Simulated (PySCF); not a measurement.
Task: What does the GFN2-xTB structure of `CC(C)[O-]` look like in three dimensions? (Charge -1.)

Result: 
```xyz
11
C3H7O angstrom
C     -1.2849   -0.0064    0.0410
C      0.1295    0.6160   -0.2978
C      1.1881   -0.4508    0.1955
O      0.3179    1.8187    0.1564
H     -2.0662    0.6550   -0.3311
H     -1.3943   -0.0902    1.1221
H     -1.4111   -0.9944   -0.4102
H      0.1885    0.5381   -1.4574
H      1.1284   -0.5482    1.2794
H      2.1889   -0.1058   -0.0609
H      1.0205   -1.4293   -0.2630
```

Orientation and origin are arbitrary. Atoms count from 1 in this order. Of the pairs four or more bonds apart, H7···H11 is among the closest relative to their van der Waals radii: 2.47 Å, 103 % of the sum of Bondi's values.

Bonds between heavy atoms (Å): C1–C2 1.582, C2–C3 1.582, C2–O4 1.299.

Computed geometry: GFN2-xTB, gas phase.

Point group: Cs (tolerance 0.08 Å). Stationary, but not proved a minimum.
